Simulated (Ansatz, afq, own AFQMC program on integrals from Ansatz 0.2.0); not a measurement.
Integrals from Ansatz 0.2.0, then the random walk in our own AFQMC program (afq).

```yaml
crystal:
  periodic: [false, false, false]
  atoms:
    - {symbol: Si, position_ang: [0.007110, -0.000001, 2.184665]}
    - {symbol: Ge, position_ang: [0.001224, 0.000000, -0.788329]}
    - {symbol: H, position_ang: [-1.510746, -0.000015, -1.130971]}
    - {symbol: H, position_ang: [0.612206, 1.244920, -1.464975]}
    - {symbol: H, position_ang: [0.612232, -1.244907, -1.464976]}
basis:
  gaussian: {orbitals: cc-pVDZ}
magnetization: {spin_polarized: true, initial_magnetization: 1}
correlation: {method: ccsd_t, electrons: outside_noble_gas, hamiltonian_folder: ham}
```

```sh
$ ansatz run in.yaml --threads 1 --pin off --events-out ev --progress --plain --max-ram 1382MiB
```

afq runs on the folder ham with

```
--method phaseless --trial cisd --walkers 60 --populations 1 --least-time 40 --time-step 0.005 --steps-per-block 50 --equilibration-blocks 28 --max-blocks 300 --target-error 0.0004 --factor-cut 1e-05 --start spin_pure --seed 5033 --release-times 0.24,0.51,0.99,1.62,2.4 --release-step 0.03 --release-every 4 --taylor-order 6
```

Times are imaginary, in 1/Eh. The walk had a cap of 1706 s. Filled inner d shells are frozen with the cores.

afq prints:

```
orbitals 41  electrons 6 5  factors 317 of 640
reference energy -2365.91089121 Eh
CCSD correlation -0.20486505 Eh in 17 cycles, weight of the determinant in the CISD state 0.8389
energy of the start -2366.111803 Eh
 block  time / (1/Eh)  mean weight  energy / Eh
     1     0.250  0.9989  -2366.109831
     2     0.500  0.9979  -2366.110467
     3     0.750  0.9997  -2366.112532
     4     1.000  1.0004  -2366.114982
     5     1.250  0.9998  -2366.115925
     7     1.750  1.0011  -2366.119225
     9     2.250  1.0008  -2366.123867
    11     2.750  0.9995  -2366.120361
    21     5.250  0.9996  -2366.126011
    26     6.500  1.0035  -2366.130016
    31     7.750  0.9990  -2366.119807
    41    10.250  1.0015  -2366.119375
    46    11.500  1.0009  -2366.117517
    51    12.750  0.9984  -2366.124729
    61    15.250  1.0003  -2366.120704
    71    17.750  1.0010  -2366.122695
    81    20.250  1.0011  -2366.126159
    91    22.750  0.9982  -2366.125962
   101    25.250  1.0013  -2366.119372
   111    27.750  0.9989  -2366.119464
   121    30.250  1.0011  -2366.123203
   131    32.750  1.0017  -2366.120122
   141    35.250  1.0009  -2366.123991
   151    37.750  1.0006  -2366.126952
   161    40.250  0.9994  -2366.123375
   171    42.750  1.0011  -2366.118568
   181    45.250  1.0015  -2366.123959
   191    47.750  0.9981  -2366.125872
   201    50.250  0.9983  -2366.123630
   211    52.750  0.9992  -2366.124507
   221    55.250  0.9992  -2366.124642
   226    56.500  0.9999  -2366.125920
blocks merged  error / Eh  count
     1  0.000231  200
     2  0.000287  100
     4  0.000328  50
     8  0.000380  25
    16  0.000425  12
released: time / (1/Eh)  energy / Eh  error  mean overlap
  0.24  -2366.123064  0.000395  1.0139
  0.51  -2366.123066  0.000345  1.0253
  0.99  -2366.122802  0.000444  1.0538
  1.62  -2366.123361  0.000492  1.0633
  2.40  -2366.123987  0.000643  1.0514
energy -2366.123048 +/- 0.000380 Eh
(rows thinned)
```

The run passed its tests (sampling time, drift between the halves within three errors, error under three times the target), which doesn't prove that it has relaxed. The second half of the sampling lies below the first by 1.7 errors of their difference, so the energy may still be moving and its error bar be too small.

Against this walk (error 10.3 meV) on the same determinant: CCSD(T) 35.8 meV higher. The error is statistical and leaves out the bias of the constraint. None of these is a sure reference here. Released to 2.40 1/Eh the energy moves by -26 ± 20 meV (both errors), within twice the noise.

Cautions: constraint bias not in the error; no relativity below Rb; no spin-orbit coupling; inner d shell frozen; unrestricted determinant slightly spin contaminated (⟨S²⟩ 0.84 against 0.75).

The walk took 6.3 min on 1 thread of Arm Neoverse V1, with other jobs on the host. The log's last line is the phaseless energy.

A walk keeps the symmetry of its determinant, which the program's search chose and which needn't be the lowest solution, so a lower state of the same spin and another symmetry isn't excluded.
